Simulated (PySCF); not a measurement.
**Boron: a sound run and one with changed settings**

Sound run: B [He] 2s2 2p1, B⁺ [He] 2s2. Computed with PySCF 2.14 in def2-SVP, with no relativity, point nucleus. In the sound run the correlated levels freeze 1s2. The sound run starts from symmetry-adapted Hartree-Fock orbitals and uses a fine grid where one is needed.

A second run was set up differently.

```
species   method  sound run (hartree)  changed run (hartree)  converged
      B      UHF            -24.50055              -24.50055        yes
      B   r2SCAN            -24.60697              -24.60697        yes
      B     TPSS            -24.63985              -24.63985        yes
      B      MP2            -24.53643              -24.51143        yes
      B  CCSD(T)            -24.55830              -24.55830        yes
     B⁺      UHF            -24.20194              -24.20194        yes
     B⁺   r2SCAN            -24.28189              -24.28189        yes
     B⁺     TPSS            -24.31445              -24.31445        yes
     B⁺      MP2            -24.23480              -24.21087        yes
     B⁺  CCSD(T)            -24.26125              -24.26125        yes
```

Ionisation energy of B:

```tsv
method	sound run (eV)	changed run (eV)
UHF	8.126	8.126
r2SCAN	8.846	8.846
TPSS	8.854	8.854
MP2	8.208	8.179
SCS-MP2	8.169	8.171
CCSD	8.060	8.060
CCSD(T)	8.083	8.083
```

(1) What was changed?
A. level shift left on
B. angular grid far too coarse
C. a valence shell is frozen
D. radial grid too coarse

Results:

(1) A. It used initial guess minao, at most 50 SCF cycles, level shift 2.0 hartree. A level shift leaves the converged SCF energy unchanged but raises the virtual orbital energies, which shrinks MP2 if it is not removed.
